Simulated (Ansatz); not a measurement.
# BSiH3+ (quartet): wave-function methods side by side, cc-pVDZ

One table from this session's results is given with a row withheld; the runs are named, their logs left out.

Computed with Ansatz 0.2.0, Gaussian basis. Level: cc-pVDZ, core rule «outside noble gas», up to 6 orbitals frozen.

The runs, in order: UHF; CCSD(T) on ROHF; CCSD(T) on UHF; BCCD(T) on ROHF; CISD; CCSDT(Q) on ROHF; CCSDT(Q) on UHF; CASSCF and MRCISD+Q, 9 electrons in 11 orbitals; CASSCF and NEVPT2, 9 electrons in 11 orbitals.

23 further runs of the same task are left out: 3 for a known fault of the program, 7 that didn't finish, 13 set aside as unsound or not needed.

### What is computed

The geometry is a PBE0/def2-TZVP stationary point (not a proven minimum) of the parent state, kept for this charge and spin.

5 atoms, charge 1, spin multiplicity 4.

Atoms are counted from 1 here; the program's logs count them from 0.

Bond lengths: Si1–B2 1.937 Å, Si1–H3 1.498 Å, B2–H4 1.198 Å, B2–H5 1.192 Å. Angles: B2–Si1–H3 122.8°, Si1–B2–H4 117.0°, Si1–B2–H5 121.4°, H4–B2–H5 121.6°.

Set-up of the first run:

in.yaml

```yaml
crystal:
  periodic: [false, false, false]
  atoms:
    - {symbol: Si, position_ang: [0.000000, -0.085926, 0.595821]}
    - {symbol: B, position_ang: [0.000000, 0.089951, -1.333031]}
    - {symbol: H, position_ang: [0.000000, 1.095005, 1.517690]}
    - {symbol: H, position_ang: [0.000000, 1.201588, -1.778382]}
    - {symbol: H, position_ang: [0.000000, -0.867120, -2.043536]}
basis:
  gaussian: {orbitals: cc-pVDZ}
total_charge: 1
magnetization: {spin_polarized: true, initial_magnetization: 3}
hamiltonian: {xc: hf}
output: {orbitals: {seedname: orbitals}}
```

On the command line:

```sh
$ ansatz run in.yaml --threads 1 --pin off --events-out ev --progress --plain --max-ram 2393MiB
```

Among the steps run: UHF; CCSD(T) on ROHF; CCSD(T) on UHF; BCCD(T) on ROHF; CISD; CCSDT(Q) on ROHF; CCSDT(Q) on UHF; CASSCF and MRCISD+Q, 9 electrons in 11 orbitals; CASSCF and NEVPT2, 9 electrons in 11 orbitals.

One table of the session follows, with a row left open; its other results are not shown here.

| method | from UCCSDT(Q) (meV) |
| --- | --- |
| ROHF | +4796.7 |
| UHF | ? |
| RMP2 | +1244.1 |
| UMP2 | +1228.0 |
| CISD | +447.0 |
| RCCSD | +190.2 |
| UCCSD | +186.3 |
| RCCSD(T) | +49.0 |
| UCCSD(T) | +48.6 |
| BCCD(T) | +48.5 |
| RCCSDT | +6.9 |
| UCCSDT | +6.3 |
| RCCSDT(Q) | +1.2 |
| UCCSDT(Q) | 0 |
| CASSCF valence | +2747.4 |
| NEVPT2 valence | +764.5 |
| MRCISD valence | +170.5 |
| MRCISD+Q valence | +28.9 |

Q: Estimate the row for UHF from the others.

**Answer.** from UCCSDT(Q) (meV): +4696.4. In the column «from UCCSDT(Q) (meV)» it lies between CASSCF valence (+2747.4) and ROHF (+4796.7).

Among the levels timed on like hardware and quicker than the yardstick, those that no quicker one beats, quickest first: BCCD(T) (1.7 s, +48.5 meV); MRCISD+Q valence (13 s, +28.9 meV).

Caveats from the session: Of the multireference levels listed MRCISD+Q valence comes nearest in total energy (+28.9 meV), which doesn't show that its space is the better one. Restricted and unrestricted rows rest on different reference determinants; where their highest levels disagree by more than a few hundredths of an eV, they describe different states and don't form one ladder.
